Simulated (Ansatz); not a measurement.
Input for Ansatz (development build ahead of 0.2.0):

```yaml
crystal:
  periodic: [false, false, false]
  atoms:
    - { symbol: "N", position_ang: [0.0, 0.0, -0.49493] }
    - { symbol: O, position_ang: [0.0, 0.0, 0.49493] }
basis:
  gaussian: { orbitals: cc-pVTZ }
magnetization:
  spin_polarized: true
  initial_magnetization: 1
hamiltonian:
  xc: hf
correlation:
  method: bccd_t
  frozen_orbitals: { "N": 1, O: 1 }
```

The input is written out in the form of the current development build from the run's settings.

The run gave:

* Converged: yes
* Reference energy (starting determinant): -129.24473 hartree
* Correlation energy: -0.39383 hartree
* Total energy: -129.63856 hartree
